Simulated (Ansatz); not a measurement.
# HNS: the cost of one run

The runs use Ansatz 0.2.0, Gaussian basis; def2-QZVPP, core rule «outside noble gas», up to 6 orbitals frozen.

To be run: UHF; ROHF; CCSD(T) on UHF.

2 further runs of the same task are left out: 2 set aside as unsound or not needed.

### 1 The system

The geometry is a PBE0/def2-TZVP stationary point (not a proven minimum) of the parent state, kept for this charge and spin.

3 atoms, charge 1, spin multiplicity 4.

Atoms are counted from 1 here; the program's logs count them from 0.

Bond lengths: N1–S2 1.625 Å, S2–H3 1.355 Å. Angles: N1–S2–H3 98.1°.

### 2 UHF

Contents of in.yaml:

```yaml
crystal:
  periodic: [false, false, false]
  atoms:
    - {symbol: N, position_ang: [0.000000, 0.057746, 1.144666]}
    - {symbol: S, position_ang: [0.000000, -0.064782, -0.475896]}
    - {symbol: H, position_ang: [0.000000, 1.258410, -0.767310]}
basis:
  gaussian: {orbitals: "def2-QZVPP.json"}
total_charge: 1
magnetization: {spin_polarized: true, initial_magnetization: 3}
hamiltonian: {xc: hf}
output: {orbitals: {seedname: orbitals}}
```

On the command line:

```console
$ ansatz run in.yaml --threads 1 --pin off --events-out ev --progress --plain --max-ram 2393MiB
```

Q: Estimate wall time and peak memory on 1 thread of Arm Neoverse N1, shared host.

About 14 s, with a peak of 0.28 GiB.
